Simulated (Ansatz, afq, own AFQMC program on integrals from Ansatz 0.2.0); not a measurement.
Two steps: Ansatz 0.2.0 writes the Fock matrix and Cholesky factors of the valence space, and afq projects on them the lowest state that overlaps trial and start.

```yaml
crystal:
  periodic: [false, false, false]
  atoms:
    - {symbol: C, position_ang: [0.024669, 0.024480, -0.024566]}
    - {symbol: H, position_ang: [0.652706, 0.654491, 0.604655]}
    - {symbol: H, position_ang: [-0.999547, -0.991873, 0.995383]}
    - {symbol: H, position_ang: [-0.601925, 0.652645, -0.657064]}
    - {symbol: H, position_ang: [0.654807, -0.606964, -0.650241]}
basis:
  gaussian: {orbitals: 6-31G}
magnetization: {spin_polarized: true, initial_magnetization: 0}
correlation: {method: ccsd_t, electrons: outside_noble_gas, hamiltonian_folder: ham}
```

```sh
$ ansatz run in.yaml --threads 1 --pin off --events-out ev --progress --plain --max-ram 16896MiB --backend cuda --devices 0, --max-vram 18GiB
```

Options of the walk:

```
--method phaseless --trial hf --walkers 4000 --populations 20 --least-time 40 --time-step 0.005 --steps-per-block 20 --equilibration-blocks 160 --max-blocks 4000 --target-error 0.0017000 --factor-cut 1e-05 --start spin_pure --seed 7602 --taylor-order 6
```

Times are imaginary, in 1/Eh. The walk had a cap of 49 s. With eight or more populations the least sampling time is a fifth of least-time, and the error comes from their spread.

```
orbitals 16  electrons 4 4  factors 101 of 255
reference energy -40.06882818 Eh
CCSD correlation -0.13919537 Eh in 8 cycles, weight of the determinant in the CISD state 0.9035
energy of the start -40.068828 Eh
 block  time / (1/Eh)  mean weight  energy / Eh
     1     0.100  1.0006  -40.092735
     2     0.200  1.0006  -40.112362
     3     0.300  1.0008  -40.127480
     4     0.400  1.0008  -40.140721
     5     0.500  1.0007  -40.149472
     7     0.700  1.0007  -40.165319
     9     0.900  1.0005  -40.176060
    13     1.300  0.9999  -40.184546
    25     2.500  1.0001  -40.204551
    37     3.700  1.0001  -40.208772
    49     4.900  1.0000  -40.207499
    61     6.100  1.0001  -40.211643
    73     7.300  1.0002  -40.209406
    85     8.500  0.9997  -40.206731
    97     9.700  1.0002  -40.206744
   103    10.300  0.9999  -40.203136
   109    10.900  1.0001  -40.206282
   121    12.100  1.0001  -40.210310
   133    13.300  0.9999  -40.206865
   145    14.500  1.0001  -40.207785
   157    15.700  0.9999  -40.206796
   169    16.900  1.0000  -40.204944
   175    17.500  1.0001  -40.217631
   181    18.100  1.0000  -40.210515
   193    19.300  0.9999  -40.209148
   205    20.500  0.9998  -40.205370
   217    21.700  1.0000  -40.204654
   229    22.900  1.0003  -40.209966
   235    23.500  0.9999  -40.212749
error from the spread of 20 populations
energy -40.207489 +/- 0.001529 Eh
(rows thinned)
```

(1) Estimate how long the walk took on 1 × NVIDIA H100 80GB HBM3 with 2 threads of AMD EPYC 7R13 Processor (Zen 3), with other jobs on the host (the card was shared).

The run passed its tests (sampling time, drift between the halves within three errors, error under three times the target), which doesn't prove that it has relaxed.

Against this walk (error 41.6 meV) on the same determinant: CCSD(T) 99.9 meV lower, CCSDT(Q) 111.4 meV lower, CCSDTQ 111.0 meV lower, full CI 111.6 meV lower, a separate phaseless walk with a CISD trial and standard settings 106.8 ± 41.7 meV lower. The error is statistical and leaves out the bias of the constraint.

Cautions: constraint bias not in the error; higher spins were not checked; an unrestricted solution with more broken spin lies lower (106 meV, ⟨S²⟩ 0.31), while this determinant keeps restricted orbitals.

## Answers

(1) 30 s of wall time.

CCSDT and higher add their correlation energy to the determinant of the CCSD(T) run, since their own runs factorise the integrals more tightly (a shift of under 2 meV). A walk keeps the symmetry of its determinant, which the program's search chose and which needn't be the lowest solution, so a lower state of the same spin and another symmetry isn't excluded.
